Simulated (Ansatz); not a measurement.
Reaction (SMILES): OCl (OH-Cl) → [O]Cl (O-Cl) + H atom
B3LYP-D3(BJ)/def2-TZVP geometries, fixed; electronic energies without zero-point terms.

Basis-set convergence of the bond dissociation energy at CCSD(T) with Ansatz (a first-principles code). Cartesian d functions, on some or all atoms, in 6-31G*, 6-31+G*, 6-311G**, 6-311+G**; all else is spherical. Cores are frozen. Open shells are unrestricted. No added dispersion term, no relativity. Functions are those of the species that has most. Reference: Hartree-Fock in aug-cc-pV(Q+d)Z plus the correlation part extrapolated as X^-3 from aug-cc-pV(T+d)Z and aug-cc-pV(Q+d)Z, 101.83 kcal/mol, itself unsure by roughly 0.25 kcal/mol (a third of the extrapolation step and of the last Hartree-Fock step). Deviations are taken from unrounded values.

```
basis            functions  bond dissociation energy (kcal/mol)
---------------  ---------  -----------------------------------
6-31G*                  36                                90.06
6-31+G*                 44                                90.41
def2-SVP                37                                98.15
def2-SVPD               58                               101.12
pcseg-1                 37                                97.76
aug-pcseg-1             59                                99.94
cc-pV(D+d)Z             42                                96.67
aug-cc-pV(D+d)Z         64                                98.45
6-311G**                51                                99.67
6-311+G**               59                                99.50
def2-TZVP               74                                96.77
def2-TZVPD              95                                97.49
pcseg-2                 78                               100.48
aug-pcseg-2            119                               100.70
cc-pV(T+d)Z             83                               100.01
aug-cc-pV(T+d)Z        124                               100.29
def2-TZVPP              87                               100.06
def2-TZVPPD            108                               100.05
cc-pV(Q+d)Z            149                               101.05
aug-cc-pV(Q+d)Z        215                               101.15
def2-QZVPP             157                               101.14
def2-QZVPPD            178                               101.11
pcseg-3                157                               101.17
aug-pcseg-3            223                               101.21
```

What the diffuse functions change, pair by pair:
- 6-31G* to 6-31+G*: 8 more functions, deviation -11.77 to -11.42 kcal/mol
- def2-SVP to def2-SVPD: 21 more functions, deviation -3.68 to -0.71 kcal/mol
- pcseg-1 to aug-pcseg-1: 22 more functions, deviation -4.07 to -1.89 kcal/mol
- cc-pV(D+d)Z to aug-cc-pV(D+d)Z: 22 more functions, deviation -5.16 to -3.38 kcal/mol
- 6-311G** to 6-311+G**: 8 more functions, deviation -2.16 to -2.33 kcal/mol
- def2-TZVP to def2-TZVPD: 21 more functions, deviation -5.06 to -4.34 kcal/mol
- pcseg-2 to aug-pcseg-2: 41 more functions, deviation -1.35 to -1.13 kcal/mol
- cc-pV(T+d)Z to aug-cc-pV(T+d)Z: 41 more functions, deviation -1.82 to -1.54 kcal/mol
- def2-TZVPP to def2-TZVPPD: 21 more functions, deviation -1.77 to -1.78 kcal/mol
- cc-pV(Q+d)Z to aug-cc-pV(Q+d)Z: 66 more functions, deviation -0.78 to -0.68 kcal/mol
- def2-QZVPP to def2-QZVPPD: 21 more functions, deviation -0.68 to -0.72 kcal/mol
- pcseg-3 to aug-pcseg-3: 66 more functions, deviation -0.66 to -0.62 kcal/mol

Leaving out the reference's own pair, they bring the value nearer the reference by more than 0.25 kcal/mol in 6 of 11 pairs.
